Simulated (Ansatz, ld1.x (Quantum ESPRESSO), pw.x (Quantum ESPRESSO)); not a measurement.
## Equation-of-state test of one PAW potential (Au (Z = 79))

- Element: Au
- Generator: ld1.x (Quantum ESPRESSO) 7.5
- Type: PAW
- Functional: LDA (PW92)
- Relativity: scalar-relativistic
- Frozen core: [Kr] 4d10 4f14 5s2
- Valence charge: 17
- Reference configuration: 5p6 5d10 6s1 6p0
- Partial waves: 6s (bound): rcut 2.00, rcutus 2.70 bohr; 6s channel at 3.5 Ry: rcut 2.00, rcutus 2.70 bohr; 5p (bound): rcut 1.55, rcutus 1.70 bohr; 6p (bound, empty): rcut 1.55, rcutus 1.70 bohr; 5d (bound): rcut 1.30, rcutus 1.80 bohr; 5d channel at 4.25 Ry: rcut 1.30, rcutus 1.80 bohr
- Local potential: all-electron potential smoothed inside 2.50 bohr (lloc = -1)
- Core correction: Bessel-smoothed model core inside 0.95 bohr
- Augmentation charge: BESSEL, radius 1.40 bohr

Atomic tests: cutoffs needed: 40 Ry and 80 Ry (the cutoffs (Ry, on a coarse ladder) from which the occupation-weighted sum of valence levels, in a spherical-Bessel basis at the reference potential, stays within 10 and 1 mRy of its value at 400 Ry); ghost test: no extra level below or beside the all-electron valence levels (s, p, d, f tested) (spherical-Bessel basis up to 400 Ry, 20 bohr box); configuration tests: test run stopped at test 3 of 9 (negative rho), 1 before it not solved.

Crystal test: bcc Au in pw.x 7.5, no spin, 14³ k-points, Fermi–Dirac smearing 0.01 Ry, cutoffs 100/800 Ry. The reference is all-electron LAPW (Ansatz 0.2.0) with the same functional, mesh and smearing; V0 and B0 come from Birch–Murnaghan fits to the pressures at five volumes. Errors are pseudo minus all-electron; Δ is the rms difference of the E(V) curves that follow from these fits, minima aligned, over ±6 % about the mean V0. Mesh and smearing are coarse, so the numbers serve the comparison and aren't converged zero-temperature values; the lattice is a test structure that the element need not adopt.

```
V (Å³/atom)  P all-electron (GPa)  P pseudo (GPa)
     15.767                 11.43           13.86
     16.182                  5.24            7.34
     16.597                  0.01            1.86
     17.012                 -4.39           -2.77
     17.427                 -8.11           -6.69
```

All-electron: a0 = 3.214 Å (V0 = 16.60 Å³/atom), B0 = 191.7 GPa.

Pseudopotential: mean pressure error (GPa): +1.89; a0 (Å): 3.224; a0 error (%): +0.31; B0 error (%): -0.5; Δ (meV/atom): 6.6. Atomic configuration tests: test run stopped at test 3 of 9 (negative rho), 1 before it not solved.

At the middle volume, how do free energy and pressure move when the wave cutoff is lowered (ecutrho held at 800 Ry)?

```
cutoff (Ry)  shift of F (meV/atom)  shift of P (GPa)
         45                  +90.7             -3.47
         60                  +19.2             -0.11
         80                   +3.3             -0.19
```

Input at the middle volume:

```
&control
  calculation='scf', prefix='x', pseudo_dir='./', outdir='./tmp', tstress=.true., disk_io='none'
/
&system
  ibrav=0, nat=1, ntyp=1, ecutwfc=100, ecutrho=800, nbnd=17,
  occupations='smearing', smearing='fd', degauss=0.01
/
&electrons
  conv_thr=1e-09, mixing_beta=0.4, electron_maxstep=70
/
ATOMIC_SPECIES
Au 1.0 Au.UPF
CELL_PARAMETERS angstrom
  -1.60690376 1.60690376 1.60690376
  1.60690376 -1.60690376 1.60690376
  1.60690376 1.60690376 -1.60690376
ATOMIC_POSITIONS crystal
Au 0.0000 0.0000 0.0000
K_POINTS automatic
14 14 14 0 0 0
```

```bash
pw.x < Au.scf.in > Au.scf.out
```

Lines of the output:

```
Message from routine setup:
     using ibrav=0 with symmetry is DISCOURAGED, use correct ibrav instead
     lattice parameter (alat)  =       5.2596  a.u.
     unit-cell volume          =     112.0021 (a.u.)^3
     number of electrons       =        17.00
     number of Kohn-Sham states=           17
     kinetic-energy cutoff     =     100.0000  Ry
     charge density cutoff     =     800.0000  Ry
     scf convergence threshold =      1.0E-09
     Exchange-correlation= SLA  PW   NOGX NOGC
     number of k points=   104  Fermi-Dirac smearing, width (Ry)=  0.0100
     iteration #  1     ecut=   100.00 Ry     beta= 0.40
     total energy              =    -877.92364161 Ry
     estimated scf accuracy    <       0.07706606 Ry
     iteration #  2     ecut=   100.00 Ry     beta= 0.40
     total energy              =    -877.93543231 Ry
     estimated scf accuracy    <       0.00150295 Ry
     iteration #  3     ecut=   100.00 Ry     beta= 0.40
     total energy              =    -877.93598701 Ry
     estimated scf accuracy    <       0.00044724 Ry
     iteration #  4     ecut=   100.00 Ry     beta= 0.40
     total energy              =    -877.93590042 Ry
     estimated scf accuracy    <       0.00048254 Ry
     iteration #  5     ecut=   100.00 Ry     beta= 0.40
     total energy              =    -877.93600802 Ry
     estimated scf accuracy    <       0.00000476 Ry
     iteration #  6     ecut=   100.00 Ry     beta= 0.40
     total energy              =    -877.93602226 Ry
     estimated scf accuracy    <       0.00000610 Ry
     iteration #  7     ecut=   100.00 Ry     beta= 0.40
     total energy              =    -877.93602145 Ry
     estimated scf accuracy    <       0.00000162 Ry
     iteration #  8     ecut=   100.00 Ry     beta= 0.40
     total energy              =    -877.93602177 Ry
     estimated scf accuracy    <       0.00000008 Ry
     iteration #  9     ecut=   100.00 Ry     beta= 0.40
     total energy              =    -877.93602185 Ry
     estimated scf accuracy    <       0.00000003 Ry
     iteration # 10     ecut=   100.00 Ry     beta= 0.40
     the Fermi energy is    20.2290 ev
!    total energy              =    -877.93602186 Ry
     estimated scf accuracy    <          1.8E-10 Ry
     smearing contrib. (-TS)   =      -0.00119511 Ry
     convergence has been achieved in  10 iterations
          total   stress  (Ry/bohr**3)                   (kbar)     P=       18.57
     Message from routine punch:
     Nothing written, as per user request (disk_io='none')
```

The 8 pw.x runs together took about 4.3 min on one core of a shared server CPU.
